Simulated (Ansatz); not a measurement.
# C2HS−: structure from calculated spectroscopic constants

These gas-phase data were calculated for one isomer of C2HS− at BLYP-D3(BJ)/def2-SVPD (harmonic, unscaled wavenumbers; equilibrium rotational constants with average atomic masses):

```
rotational constants            : 280.2, 5.778, 5.661 GHz
all wavenumbers above 1500 cm⁻¹ : 2358, 1932
```

Candidates:

(1) `[C-]#CS`, a singlet
(2) `C#C[S-]`, a singlet

Problem. Assign the data to one candidate and say why.

Solution. Candidate (1). No mode falls between 3300 and 3560 cm⁻¹, where the ≡C–H stretch of (2) would stand.

The same quantities for all candidates:

```
     rotational constants (GHz)  wavenumbers above 1500 cm⁻¹  E above the lowest, BLYP-D3(BJ)/def2-SVPD (kcal/mol)
(1)         280.2, 5.778, 5.661                   2358, 1932                                                  43.8
(2)                       5.527                   3391, 1962                                                   0.0
```

Programs: Ansatz 0.2.0.
